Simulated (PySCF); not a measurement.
How good is the calculation?

Structure with atom numbers: `[CH2:1]=[CH:2][S@@:3]([CH3:4])=[O:5]`; H(Xn) means a hydrogen on atom n. Ha(C1) is cis to S3; Hb(C1) is trans to S3.

Theory: geometry from GFN2-xTB, GIAO PBE0/pcSseg-1 shieldings, in PySCF 2.14 (a single conformation, fast rotation and ring inversion assumed for equivalent nuclei, no solvent, non-relativistic).

Reference values: measured (solution, not stated per compound (mostly CDCl3 or CCl4); Pretsch, Buehlmann, Badertscher, Structure Determination of Organic Compounds, 4th ed. (2009)).
```tsv
atoms	quantity	reference	computed	computed, scaled
H(C2)	δ 1H	6.77	6.76	6.48
Ha(C1)	δ 1H	6.08	6.61	6.33
Hb(C1)	δ 1H	5.92	6.40	6.14
```

Computed shifts are σ(ref) − σ with the named reference compound (TMS for H and C) calculated as an isolated molecule at the same level. The measured values may be among those fitted. Scaled to experiment by linear calibration (H and C: mostly CDCl3 data, vs TMS): 1H (scatter 0.16 ppm rms, 0.17 ppm with the 2 outliers that the fit left out). A few per cent of atoms miss by over 2 rms, more outside the fitted compound classes.

Q: How far are the unscaled 1H shifts from the references?

A: Mean signed difference +0.33 ppm, mean absolute 0.34 ppm over 3 comparisons; the largest is +0.53 ppm at Ha(C1) (hydrogen on a terminal =CH2 carbon).
